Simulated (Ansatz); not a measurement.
`N[PH][AlH2]`, relaxed with RKS PBE-D4/def2-SVP in the Gaussian-basis code of Ansatz from a rough embedded geometry. The force threshold is 0.03 eV/Å; the program also tests the step.

Total charge 0; spin multiplicity 1.

Start:

```xyz
8

N    -1.234   -0.820    0.221
P     0.484   -1.133   -0.072
Al    0.826    1.007   -0.882
H    -1.589   -1.697    0.700
H    -1.360   -0.126    0.994
H     0.918   -0.825    1.299
H     1.672    2.107    0.015
H     0.283    1.486   -2.275
```

| step | energy (eV) | largest force (eV/Å) | largest move (Å) |
| --- | --- | --- | --- |
| 1 | -17440.1562 | 1.286 | 0.000 |
| 2 | -17440.3246 | 1.190 | 0.192 |
| 3 | -17440.3518 | 0.945 | 0.104 |
| 4 | -17440.4006 | 0.373 | 0.200 |
| 5 | -17440.4123 | 0.161 | 0.162 |
| 6 | -17440.4341 | 0.287 | 0.180 |
| 7 | -17440.4488 | 0.454 | 0.180 |
| 8 | -17440.4576 | 0.596 | 0.161 |
| 9 | -17440.4646 | 0.374 | 0.200 |
| 10 | -17440.4789 | 0.342 | 0.177 |
| 11 (rejected) | -17440.4682 | 0.805 | 0.112 |
| 12 | -17440.4852 | 0.054 | 0.055 |
| 13 | -17440.4877 | 0.031 | 0.075 |
| 14 | -17440.4881 | 0.020 | 0.015 |

End:

```xyz
8

N    -1.230   -1.029    0.226
P     0.500   -0.873    0.225
Al    0.914    1.171   -0.800
H    -1.546   -1.982    0.431
H    -1.785   -0.354    0.761
H     0.919   -0.547    1.580
H     2.367    1.816   -0.589
H    -0.139    1.799   -1.833
```

It took 16 s on 2 threads of an Arm Neoverse V2 on a shared host, with 0.14 GiB of host memory at the peak.
